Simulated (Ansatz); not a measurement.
Input file:

```yaml
crystal:
  periodic: [false, false, false]
  atoms:
    - {symbol: C, position_ang: [0.000000, 0.000000, 1.841767]}
    - {symbol: Al, position_ang: [0.000000, 0.000000, -0.098433]}
    - {symbol: F, position_ang: [0.000000, 0.000000, -1.743333]}
basis:
  gaussian: {orbitals: cc-pVDZ}
total_charge: 1
magnetization: {spin_polarized: false, initial_magnetization: 3}
correlation: {method: ccsd_t, electrons: outside_noble_gas}
output: {forces: true}
```

```sh
$ ansatz run in.yaml --threads 1 --pin off --events-out ev --progress --plain --max-ram 2393MiB
```

(1) Roughly how long does this take on 1 thread of Arm Neoverse V2, shared host, and how much host memory?

```
442 factors; integrals over basis functions are off by at most 6.9e-4 eV
mean field evaluation 1: about -10301.7374 eV, gradient 5.9e1 eV
mean field evaluation 2: about -10301.7410 eV, gradient 5.9e1 eV
mean field evaluation 4: about -10308.8273 eV, gradient 4.4e0 eV
mean field evaluation 8: about -10309.1811 eV, gradient 3.9e-1 eV
mean field evaluation 16: about -10308.8212 eV, gradient 4.4e0 eV
mean field evaluation 32: about -10305.2543 eV, gradient 7.4e-2 eV
mean field evaluation 64: about -10305.2544 eV, gradient 1.3e-3 eV
mean field evaluation 96: about -10301.1108 eV, gradient 3.6e-1 eV
mean field evaluation 128: about -10301.1050 eV, gradient 5.9e-4 eV
mean field -10309.18464793 eV, -378.8555479950 hartree, gradient 2.4e-6 eV, S^2 3.750000; 0 other end points of the search recorded, 0 dependent functions left out
mean field evaluation 160: about -10302.7226 eV, gradient 2.1e0 eV
7 core orbitals not correlated: weight in the atoms' cores, before any rotation towards them, 1.000 or more for the frozen orbitals, at most 0.000 for the correlated occupied ones
reference -10309.18464793 eV, -378.8555479950 hartree; 8, 5 occupied and 31, 34 virtual orbitals, 442 factors
second order -7.72762375 eV of doubles, -0.02893590 eV of singles
cycle   1  -7.89580874 eV  change   -1.4e-1 eV  update   8.9e-2
cycle   2  -8.12189900 eV  change   -2.3e-1 eV  update   3.4e-2
cycle   3  -8.21910287 eV  change   -9.7e-2 eV  update   2.2e-2
cycle   4  -8.22521983 eV  change   -6.1e-3 eV  update   8.1e-3
cycle   5  -8.22365629 eV  change    1.6e-3 eV  update   3.7e-3
cycle   6  -8.22592647 eV  change   -2.3e-3 eV  update   1.5e-3
cycle   7  -8.22642038 eV  change   -4.9e-4 eV  update   5.6e-4
cycle   8  -8.22648126 eV  change   -6.1e-5 eV  update   2.4e-4
cycle   9  -8.22658720 eV  change   -1.1e-4 eV  update   1.1e-4
cycle  10  -8.22655484 eV  change    3.2e-5 eV  update   5.2e-5
cycle  11  -8.22654502 eV  change    9.8e-6 eV  update   2.2e-5
cycle  12  -8.22655050 eV  change   -5.5e-6 eV  update   6.7e-6
cycle  13  -8.22655114 eV  change   -6.4e-7 eV  update   2.2e-6
perturbative correction -0.17916964 eV, -0.0065843629 hartree
the calculation of the forces begins
Total energy: -10317.59036871 eV, -379.1644525363 hartree
Atom 0 at     0.000000     0.000000     1.841767 Å, force    -0.000000    -0.000000    -1.132349 eV/Å
Atom 1 at     0.000000     0.000000    -0.098433 Å, force     0.000000    -0.000000     1.405475 eV/Å
Atom 2 at     0.000000     0.000000    -1.743333 Å, force     0.000000     0.000000    -0.273126 eV/Å
Dipole moment:    -0.000000     0.000000     0.582344 e Å
```

Forces (eV/Å):
```
C    0.000  0.000 -1.132
Al   0.000  0.000  1.405
F    0.000  0.000 -0.273
```

For the same geometry and basis UCCSDT(Q) lies 48.5 meV lower.

Answers

(1) 4.2 s wall and 0.15 GiB.
